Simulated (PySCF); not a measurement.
## HSS: from structure and modes to constants

Method: UPBE0/[S def2-TZVP, H def2-TZVP], no relativity, density fitting, PySCF.

The doublet minimum has Cs symmetry. Masses (u): S 31.97207, H 1.00782.

```xyz
3
charge 0 multiplicity 2, angstrom
S     0.7496    0.0000   -0.5987
S    -0.8056    0.0000    0.5897
H     1.7792    0.0000    0.2831
```

Harmonic wavenumbers (cm⁻¹): 619.4 (a', ×1), 923.1 (a', ×1), 2584.8 (a', ×1).

(1) Find the principal moments of inertia and the rotational constants. What kind of rotor is it?

(2) What is the harmonic zero-point energy?

Results:

(1) About the centre of mass I = 1.6989, 62.864, 64.563 u Å². With B = 16.8576/I this gives 9.923, 0.2682, 0.2611 cm⁻¹. The molecule is an asymmetric top with κ = -1.00.

(2) Half the sum of all 3 wavenumbers, 4127/2 = 2064 cm⁻¹, which is 24.7 kJ/mol (1 cm⁻¹ = 0.0119627 kJ/mol).

This need not be the most stable arrangement of these atoms.
